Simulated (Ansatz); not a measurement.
**The boron atom (doublet): the correlation ladder, cc-pVTZ**

One table from this session's results is given with a row withheld; the runs are named, their logs left out.

Program: Ansatz 0.2.0, Gaussian basis. Level of theory: cc-pVTZ, core rule «outside noble gas», up to 1 orbitals frozen. These are calculated values, not measurements.

Plan: UHF; CCSD(T) on ROHF; CCSD(T) on UHF; BCCD(T) on ROHF; CISD; CCSDT on ROHF; CCSDT on UHF; CASSCF and MRCISD+Q, 3 electrons in 4 orbitals; CASSCF and MRCISD+Q(relaxed), 3 electrons in 4 orbitals; CASSCF and NEVPT4(SD), 3 electrons in 4 orbitals; CASSCF and NEVPT2, 3 electrons in 4 orbitals.

### The atom

A free atom, in its lowest state of this spin that the program finds.

1 atom, charge 0, spin multiplicity 2.

Set-up of the first run:

File in.yaml:

```yaml
crystal:
  periodic: [false, false, false]
  atoms:
    - {symbol: B, position_ang: [0.000000, 0.000000, 0.000000]}
basis:
  gaussian: {orbitals: cc-pVTZ}
magnetization: {spin_polarized: true, initial_magnetization: 1}
hamiltonian: {xc: hf}
output: {orbitals: {seedname: orbitals}}
```

Launch:

```
$ ansatz run in.yaml --threads 1 --pin off --events-out ev --progress --plain --max-ram 2393MiB
```

Among the steps run: UHF; CCSD(T) on ROHF; CCSD(T) on UHF; BCCD(T) on ROHF; CISD; CCSDT on ROHF; CCSDT on UHF; CASSCF and MRCISD+Q, 3 electrons in 4 orbitals; CASSCF and MRCISD+Q(relaxed), 3 electrons in 4 orbitals; CASSCF and NEVPT4(SD), 3 electrons in 4 orbitals; CASSCF and NEVPT2, 3 electrons in 4 orbitals.

One table of the session follows, with a row left open; its other results are not shown here.

It belongs to the step «Misses and costs». 

```
                   method  from RCCSD(T) (meV)
                     ROHF              +1903.0
                      UHF              +1796.3
                     RMP2               +594.0
                     UMP2               +596.8
                     CISD                +39.3
                    RCCSD                +39.1
                    UCCSD                +35.2
                 RCCSD(T)                    0
                 UCCSD(T)                 -0.6
                  BCCD(T)                 +0.2
                   RCCSDT                -11.4
                   UCCSDT                -12.0
           CASSCF valence               +968.9
           NEVPT2 valence               +227.4
       NEVPT4(SD) valence                 +9.2
           MRCISD valence                 -2.0
         MRCISD+Q valence                -29.0
MRCISD+Q(relaxed) valence                    ?
```

Q: Estimate the row for MRCISD+Q(relaxed) valence from the others.

**Answer.** from RCCSD(T) (meV): -33.5. In the column «from RCCSD(T) (meV)» it is the lowest.

Caveats from the session: Restricted and unrestricted rows rest on different reference determinants; where their highest levels disagree by more than a few hundredths of an eV, they describe different states and don't form one ladder.
